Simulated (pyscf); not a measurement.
Structures and frequencies: ωB97X-D3(BJ)/def2-SVP in PySCF.

Problem. Estimate by transition-state theory the rate constant of H₃Si–SiH₂–PH₂ + H• → H₃Si–SiH•–PH₂ + H₂ (doublet surface; H–Si broken, H–H formed) at 1200 K, with ωB97M-D3(BJ)/def2-TZVP energies (ideal gas, 1 atm, RRHO with modes under 100 cm⁻¹ raised to 100, one conformer, R ln 2 for chiral ones without a mode under 150 cm⁻¹; no tunnelling).

Solution. The electronic barrier is 3.8 kcal/mol and the thermal terms add +23.7, so ΔG‡ = 27.5 kcal/mol. With k_BT/h = 2.50e+13 s⁻¹ and RT = 2.385 kcal/mol, and a volume of 1.64e-19 cm³ per molecule at 1 atm, k = 4.0e-11 cm³ molecule⁻¹ s⁻¹. Wigner's tunnelling factor for 862i cm⁻¹ would be 1.04. A shift of 1 kcal/mol in the barrier changes k by a factor 1.5. H₃Si–SiH₂–PH₂ lies 5.7 kcal/mol over its isomer H₃Si–PH–SiH₃ (electronic energy, ωB97M-D3(BJ)/def2-TZVP). H₃Si–SiH•–PH₂ lies 11.4 kcal/mol over its isomer H₃Si–P•–SiH₃ (electronic energy, ωB97M-D3(BJ)/def2-TZVP). This is the saddle that the search found; another between the same sides may lie lower. The angle at the transferred H is 177°.
